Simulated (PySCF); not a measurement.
# O: electron affinity

O- [He] 2s2 2p5 (2P) → O [He] 2s2 2p4 (3P), as a difference of total energies. Computed with PySCF 2.14 in dyall-acv3z (15s9p4d2f, 76 functions), with scalar relativity by spin-free X2C-1e. Correlated levels: valence and next inner shell: nothing frozen; virtual orbitals above 40 to 60 times the deepest correlated orbital energy dropped. The calculations carry no spin-orbit coupling.

```tsv
method	electron affinity (eV)	error (eV)
UHF	-0.582	-2.043
MP2 (valence and next inner shell)	1.418	-0.043
SCS-MP2 (valence and next inner shell)	1.380	-0.081
CCSD (valence and next inner shell)	1.178	-0.283
CCSD(T) (valence and next inner shell)	1.335	-0.126
```

Reference: 1.461 eV (measured; photodetachment measurements, as compiled on the Wikipedia data page of electron affinities).

Errors of the correlated levels include the incompleteness of this basis.

A negative affinity means that the anion lies above the atom at that level of theory.
